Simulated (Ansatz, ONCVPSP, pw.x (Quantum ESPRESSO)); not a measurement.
# Be (fcc): variants of one ONCV potential in the solid

beryllium (Be), optimised norm-conserving Vanderbilt (ONCV), made with ONCVPSP 4.0.1.1 (patched build) (PBEsol, scalar-relativistic). Core [He], reference 2s2. Waves: 2s: rc 2.00 bohr, ncon 5, nbas 10, qcut 3.6 1/bohr, 2 projectors, debl 1.1 Ha; p scattering state at 0.34 Ha: rc 1.95 bohr, ncon 3, nbas 6, qcut 4.4 1/bohr, 3 projectors, debl 3.4 Ha; d scattering state at 0.05 Ha: rc 1.85 bohr, ncon 3, nbas 7, qcut 6 1/bohr, 2 projectors, debl 1 Ha. Local part: polynomial inside 1.60 bohr (lpopt 5, dvloc0 0 Ha). Core correction: Teter function, fcfact 2, rcfact 1.05.

In the p channel the program set the typed energies aside and used 0.050, 3.450, 6.850 Ha.

Crystal test: fcc Be in pw.x 7.5, no spin, 18³ k-points, Fermi–Dirac smearing 0.01 Ry, cutoffs set for each file from its atomic test. The reference is all-electron LAPW (Ansatz 0.2.0) with the same functional, mesh and smearing; V0 and B0 come from Birch–Murnaghan fits to the pressures at five volumes. Errors are pseudo minus all-electron; Δ is the rms difference of the E(V) curves that follow from these fits, minima aligned, over ±6 % about the mean V0. Mesh and smearing are coarse, so the numbers serve the comparison and aren't converged zero-temperature values; the lattice is a test structure that the element need not adopt.

All-electron: a0 = 3.149 Å (V0 = 7.81 Å³/atom), B0 = 120.1 GPa.

Base: This is a poor potential for the solid. Atomic configuration tests: 1 of 4 tests not solved or not reliable.

A dash in a converged row means that the minimum lies outside the volumes sampled.

```tsv
change	cutoffs (Ry)	pw.x	a0 (Å)	a0 error (%)	B0 error (%)	Δ (meV/atom)	mean pressure error (GPa)
base	50/200	converged; energies reset by the program	3.114	-1.12	+0.1	6.8	-3.83
all radii but the core radius scaled by about 0.81 (s 1.62, p 1.58, d 1.50 bohr); local potential polynomial inside 1.28 bohr (lpopt 5, dvloc0 0 Ha)	50/200	converged; energies reset by the program	3.129	-0.65	-0.5	4.0	-2.24
all radii but the core radius scaled by about 1.05 (s 2.10, p 2.04, d 1.94 bohr); local potential polynomial inside 1.68 bohr (lpopt 5, dvloc0 0 Ha)	50/200	converged; energies reset by the program	3.110	-1.24	+0.4	7.5	-4.22
all radii but the core radius scaled by about 1.17 (s 2.34, p 2.28, d 2.16 bohr); local potential polynomial inside 1.88 bohr (lpopt 5, dvloc0 0 Ha)	50/200	converged; energies reset by the program	–	–	–	–	-5.57
all radii but the core radius scaled by about 1.32 (s 2.64, p 2.56, d 2.44 bohr); local potential polynomial inside 2.10 bohr (lpopt 5, dvloc0 0 Ha)	50/200	converged; energies reset by the program	–	–	–	–	-5.83
```

(1) Give the row for: all radii but the core radius scaled by about 0.94 (s 1.88, p 1.84, d 1.74 bohr); local potential polynomial inside 1.50 bohr (lpopt 5, dvloc0 0 Ha).

Results:

(1) pw.x: converged; energies reset by the program; mean pressure error (GPa): -3.34; a0 (Å): 3.119; a0 error (%): -0.97; B0 error (%): +0.2; Δ (meV/atom): 5.9.
